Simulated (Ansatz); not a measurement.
Born–Oppenheimer molecular dynamics of BClFH3 (6 atoms, charge 0, multiplicity 1). It starts at the highest image of a converged band, a first-order saddle point between two minima.

These are results of UKS PBE0-D4/def2-SVP (Ansatz), not measurements.

```
ensemble                      : NVE (velocity Verlet)
time step                     : 0.5 fs
steps asked                   : 200
starting velocities drawn for : 100 K
seed                          : 4550
```

First frame:

```xyz
6
Properties=species:S:1:pos:R:3
B -0.085 0.286 -0.451
Cl 0.855 -1.373 0.229
H 0.750 1.092 -0.760
H -0.989 -0.057 -1.162
H 0.045 -0.475 1.164
F -0.575 0.526 0.980
```

Question: How far do the bonds stretch over the last three quarters of this one trajectory? (Pairs bonded in most of those frames.)

Answer: 
```
  bond  mean (Å)  spread (Å)  shortest  longest
B1–Cl2     1.785       0.063      1.69     1.95
 B1–H3     1.202       0.021      1.17     1.23
 B1–H4     1.203       0.021      1.17     1.24
 H5–F6     0.936       0.022      0.91     1.00
```

Mean temperature of the second half: 434 K. The conserved energy stayed within 0.084 meV per atom of its start (net change -0.012 meV per atom), so the integration is sound. The system heated up, since it started high on the potential surface and ran downhill. A run of 0.1 ps of so small a system gives no equilibrium averages. The orbitals stay closed-shell, which can raise the energy where a bond breaks towards radicals; this wasn't checked here.

Time of the run: 2.9 min on 2 threads of Intel(R) Xeon(R) Platinum 8488C (Sapphire Rapids) (shared host), peak memory 0.15 GiB.
